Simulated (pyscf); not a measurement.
H₂O (SMILES O) + H₂N–Ga(OH)–F (SMILES [NH2][Ga]([OH])[F]) -> HO–Ga(OH)–F (SMILES [OH][Ga]([OH])[F]) + NH₃ (SMILES N), a four-centre exchange (singlet surface; H–O, Ga–N broken, Ga–O, H–N formed). PySCF, gas phase, ωB97X-D3(BJ)/def2-SVP geometries. Energies in kJ/mol from the separated reactants.

Small-basis levels: PySCF, no dispersion term, spherical d functions. 

Question: Quick HF/STO-3G single points give ΔE‡ = -46.1 kJ/mol and ΔE = +16.2 kJ/mol. What does ωB97M-D3(BJ)/def2-TZVP give, and how far is the quick result from it?

Answer: ωB97M-D3(BJ)/def2-TZVP gives ΔE‡ = -44.6 kJ/mol and ΔE = -15.3 kJ/mol. HF/STO-3G lies 1.5 kJ/mol under it in the barrier and 31.5 kJ/mol over it in the reaction energy, so on this step it does not hold to within 12.6 kJ/mol. ωB97M-D3(BJ)/def2-TZVP has limits of its own. On the reactant side the descent ends in an adduct with a Ga–O contact, 78.2 kJ/mol under the separated species and 28.9 kJ/mol under the saddle at ωB97X-D3(BJ)/def2-TZVP. On the product side the descent ends in an adduct with a Ga–N contact, 133.4 kJ/mol under the separated species and 97.8 kJ/mol under the saddle at ωB97X-D3(BJ)/def2-TZVP. At ωB97M-D3(BJ) the saddle lies under the separated reactants, which points to a path from their complex (located at ωB97X-D3(BJ) alone). At ωB97M-D3(BJ) the saddle lies under the separated products, which points to a path from their complex (located at ωB97X-D3(BJ) alone). What is counted as formed (Ga–O) is already present as a longer contact in the reactant adduct; forming that adduct is a step of its own. What is counted as broken (Ga–N) persists as a longer contact in the product adduct; parting that adduct is a step of its own. This is the saddle that the search found; another between the same sides may lie lower. In the def2 sets elements up to Kr have no core potential.
